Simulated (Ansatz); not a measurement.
**MgH radical (SMILES [MgH]): functionals against CCSD(T) at one geometry**

An exercise on one series of results from a longer session: the logs are not shown, and one member is left open.

The runs use Ansatz 0.2.0, Gaussian basis; single points in def2-TZVPP.

Correlated methods freeze the cores. The outer core shell of Li, Na, Mg and K is correlated. Orbitals are unrestricted. B3LYP uses VWN-RPA correlation.

### Where the work starts

SMILES `[MgH]`, 2 atoms, charge 0, spin multiplicity 2.

Atoms are counted from 1 here; the program's logs count them from 0.

Bond lengths: Mg1–H2 1.746 Å.

Geometry (Å):

```xyz
2

Mg   -0.7739    0.2032   -0.3558
H     0.6962   -0.2638    0.4621
```

Set-up of the first run:

File run/in.yaml:

```yaml
crystal:
  periodic: [false, false, false]
  atoms:
    - {symbol: Mg, position_ang: [-0.773900, 0.203200, -0.355800]}
    - {symbol: H, position_ang: [0.696200, -0.263800, 0.462100]}
basis:
  gaussian: {orbitals: def2-TZVPP}
magnetization: {spin_polarized: true, initial_magnetization: 1}
correlation: {method: ccsd_t}
scf: {omitted_lower_state_checks: [cluster_reference]}
output: {forces: true}
```

No record of the launch command was kept for these runs.

Among the steps run: CCSD(T)/def2-TZVPP; PBE0-D4/def2-TZVPP; wB97M-V/def2-TZVPP; r2SCAN-D4/def2-TZVPP; PBE-D4/def2-TZVPP; B3LYP-D4/def2-TZVPP; BHLYP-D4/def2-TZVPP.

One table of the session follows, with a row left open; its other results are not shown here.

```
   method  RMS force component (eV/Å)  angle to CCSD(T) forces (°)  dipole (D)
  CCSD(T)                       0.062                    reference        1.37
  PBE0-D4                       0.013                          0.0        1.30
  wB97M-V                       0.027                          0.0        1.60
r2SCAN-D4                       0.004                          0.0        1.37
   PBE-D4                       0.043                        180.0        1.20
 B3LYP-D4                           ?                            ?           ?
 BHLYP-D4                       0.076                          0.0        1.45
```

**Question.** Estimate the row for B3LYP-D4.

**Answer.** RMS force component (eV/Å): 0.022; angle to CCSD(T) forces (°): 0.0; dipole (D): 1.38. In the column «RMS force component (eV/Å)» it lies between PBE0-D4 (0.013) and wB97M-V (0.027).
